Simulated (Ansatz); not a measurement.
C3H5FO (`C[C@@H]1O[C@H]1F`). Charge 0, multiplicity 1. The structure was optimised at the PBE0-D4/def2-TZVP level.

```xyz
10

C     0.165    0.410   -1.211
C    -0.501   -0.028    0.051
O    -0.301    0.803    1.218
C     0.224   -0.469    1.228
F    -0.362   -1.333    2.088
H     1.201    0.699   -1.028
H     0.151   -0.399   -1.946
H    -0.358    1.267   -1.642
H    -1.525   -0.389   -0.032
H     1.307   -0.562    1.273
```

Task: What is the dipole moment at PBE/def2-TZVPP? (An estimate is asked.)

Result: The calculation gave: 2.37 D, with components (0.81, -0.32, -2.21) D in this frame, pointing from negative to positive charge.

Task: And with r2SCAN, B3LYP, ωB97M-V? (Best estimate.)

Result: Computed: r2SCAN 2.47 D, B3LYP 2.55 D, ωB97M-V 2.55 D.

Task: Give the Mulliken charges with PBE, ωB97M-V, B3LYP in def2-TZVPP. (Best estimate.)

Result: Computed: 
```json
{"atom": "C1", "PBE": "-0.22", "ωB97M-V": "-0.26", "B3LYP": "-0.21"}
{"atom": "C2", "PBE": "0.06", "ωB97M-V": "0.05", "B3LYP": "0.07"}
{"atom": "O3", "PBE": "-0.26", "ωB97M-V": "-0.31", "B3LYP": "-0.33"}
{"atom": "C4", "PBE": "0.18", "ωB97M-V": "0.22", "B3LYP": "0.25"}
{"atom": "F5", "PBE": "-0.17", "ωB97M-V": "-0.20", "B3LYP": "-0.21"}
{"atom": "H6", "PBE": "0.08", "ωB97M-V": "0.09", "B3LYP": "0.08"}
{"atom": "H7", "PBE": "0.08", "ωB97M-V": "0.10", "B3LYP": "0.08"}
{"atom": "H8", "PBE": "0.09", "ωB97M-V": "0.11", "B3LYP": "0.09"}
{"atom": "H9", "PBE": "0.09", "ωB97M-V": "0.11", "B3LYP": "0.11"}
{"atom": "H10", "PBE": "0.07", "ωB97M-V": "0.09", "B3LYP": "0.08"}
```

B3LYP here is the variant with VWN-RPA as its local correlation; programs differ in this.
